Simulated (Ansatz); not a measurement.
A structure of ZrSe2 relaxed with PBEsol (plane waves to 420 eV, PAW, scalar-relativistic; Ansatz, an electronic-structure program); single points at other levels follow on the same geometry (Ansatz, PAW; HSE06 at 420 eV on a 6×6×4 k-mesh; no spin-orbit coupling). Space group P-3m1 (No. 164).

```xyz
3
Lattice="3.7278 0.0000 0.0000 -1.8639 3.2284 0.0000 0.0000 0.0000 6.1346" Properties=species:S:1:pos:R:3 pbc="T T T"
Zr     0.0000     0.0000     0.0000
Se     0.0000     2.1522     1.5886
Se     1.8639     1.0761     4.5460
```

| level | gap (eV) | kind | conduction minimum |
|---|---|---|---|
| PBEsol | 0.08 | indirect | L |
| HSE06 | 0.76 | – | L |

HSE06 gaps come from a coarse mesh plus a few chosen points, so they may be too large. No spin polarisation in the result. Without a van der Waals term the distances between weakly bound units are poorly fixed.

Measured for ZrSe2: a 3.77 Å (as listed in Torbjörn Björkman, The Journal of Chemical Physics (2014)); c 6.122 Å (corrected from measurement; as listed in Torbjörn Björkman, The Journal of Chemical Physics (2014)). Computed minus measured — a: PBEsol -1.1 %; c: PBEsol +0.2 %. The computed values are for a static lattice.

The run could not lose the symmetry of its start; a randomly shaken copy of 3 atoms returns to this structure.
